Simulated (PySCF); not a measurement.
Anthracene radical cation, C₁₄H₁₀ (charge +1 and doublet state).
Numbering: `[cH:1]1[cH:2][cH:3][c:4]2[cH:5][c:6]3[cH:7][cH:8][cH:9][cH:10][c:11]3[cH:12][c:13]2[cH:14]1` (hydrogens: H15 on C1; H16 on C2; H17 on C3; H18 on C5; H19 on C7; H20 on C8; H21 on C9; H22 on C10; H23 on C12; H24 on C14)

Cartesian coordinates in Å at the PBE0-D3(BJ)/def2-SVP level; atoms count from 1:
```
atom  x, y, z in Å
C1     3.703    0.271   -0.318
C2     3.587   -0.929    0.401
C3     2.336   -1.422    0.748
C4     1.164   -0.723    0.382
C5    -0.118   -1.198    0.720
C6    -1.286   -0.501    0.355
C7    -2.571   -0.977    0.693
C8    -3.706   -0.268    0.319
C9    -3.588    0.931   -0.399
C10   -2.338    1.426   -0.747
C11   -1.166    0.727   -0.381
C12    0.116    1.202   -0.719
C13    1.284    0.505   -0.354
C14    2.569    0.981   -0.692
H15    4.693    0.649   -0.584
H16    4.486   -1.477    0.690
H17    2.249   -2.356    1.308
H18   -0.209   -2.133    1.280
H19   -2.667   -1.911    1.252
H20   -4.695   -0.646    0.586
H21   -4.488    1.480   -0.688
H22   -2.252    2.360   -1.307
H23    0.207    2.136   -1.279
H24    2.665    1.915   -1.251
```

Identity: anthracene radical cation (`c1ccc2cc3ccccc3cc2c1`) [SMILES of the parent framework; charge +1 and doublet state].

The calculation used UKS B3LYP, IGLO-III on C, pcH-1 on H, non-relativistic, mean-field spin-orbit, GIAO (PySCF 2.14.0). Geometry: PBE0-D3(BJ)/def2-SVP; no solvent, vibrations or thermal averaging. The SCF solution wasn't tested for stability. No frequencies were computed at this geometry's level, so the symmetric structure isn't shown to be a minimum.

Largest spin populations (Mulliken): C12 (+0.28), C5 (+0.28), C10 (+0.14) and C14 (+0.14).

(1) Test a(H) = Q·ρ(C) for the protons on planar carbons with a spin population beyond ±0.08.

## Answers

(1) 
```
  H    C    ρ(C)  a(H) (G)  a/ρ (G)
H17   C3  +0.142     -3.38    -23.8
H18   C5  +0.277     -6.61    -23.9
H19   C7  +0.142     -3.38    -23.8
H22  C10  +0.142     -3.39    -23.8
H23  C12  +0.277     -6.62    -23.9
H24  C14  +0.142     -3.38    -23.8
```

A least-squares line through the origin gives Q = -23.8 G with Mulliken populations.

Couplings in gauss use g_iso = 2.0025.
